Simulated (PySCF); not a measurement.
# CH2Si (Methylidenesilylene): the cost of one run

Computed with PySCF 2.14.0, with density-fitted response routines of our own, on a single molecule in the gas phase. Atoms count from 0, in the outputs and in this text.

## 1. The starting structure

4 atoms, charge 0, multiplicity 1; geometry from: GFN2-xTB. The atoms were then displaced at random by about 0.01 Å, so the start is not that level's minimum.

Bonds of the start (Å): C0–Si1 1.73, C0–H2 1.13, C0–H3 1.05.

## 2. Relaxing the molecule at PBE0-D3(BJ)/def2-TZVP

Job settings and geometry (Å):

```
{"job": {"xc": "PBE0", "basis": "def2-TZVP", "d3": "d3bj", "grid": 2, "shake": 0.01, "kind": "geom"}, "charge": 0, "multiplicity": 1}
C     -0.117370    -0.012080    -0.192000
Si     1.575720    -0.141790    -0.534630
H     -0.768040     0.817380    -0.589570
H     -0.652310    -0.688880     0.411560
```

Run with:

```bash
> OMP_NUM_THREADS=1 python probes_run.py task.json out
```

One launch serves the whole session: the jobs run in the order shown.

**Question.** How long does this first job take on 1 thread of Arm Neoverse V1, shared host, and how much memory does it need?

About 6.3 s, with a peak of 0.34 GiB.
